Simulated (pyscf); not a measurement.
A first-order saddle from PySCF, ωB97X-D3(BJ)/def2-SVPD:

```xyz
6

F     -0.5458     0.0956    -0.5718
C      2.2212    -0.3655    -0.0810
F     -0.1374    -1.0649     1.3543
H     -0.3836    -0.4893     0.3975
H      2.0643    -0.2966     1.0174
H      1.7564     0.5796    -0.4367
```
Charge -1, spin multiplicity 1.

Surface: singlet, charge -1. Lowest wavenumbers (cm⁻¹): 226i, 126, 133, 319, 486.

### Question
What reaction is this the transition state of?

### Answer
H₂C⁻–F + HF <-> HF + H₂C⁻–F, a four-centre exchange read from left to right: C–F, F–H broken and F–H, C–F formed. At CCSD(T)/def2-TZVPPD + ΔMP2(QZVPPD) it lies +2.0 kcal/mol from the left side and +2.0 kcal/mol from the right (each side as separated species at their lowest minima found). On the reactant side the descent ends in a bound adduct, 23.8 kcal/mol under the separated species and 25.8 kcal/mol under the saddle at ωB97X-D3(BJ)/def2-TZVPD. On the product side the descent ends in a bound adduct, 23.8 kcal/mol under the separated species and 25.8 kcal/mol under the saddle at ωB97X-D3(BJ)/def2-TZVPD. One saddle was located; it need not be the lowest between these sides. One closed-shell reference is unstable to symmetry breaking; treat the single-reference values with care. The CCSD(T) − MP2 part came from Ansatz, without density fitting, on the same reference.
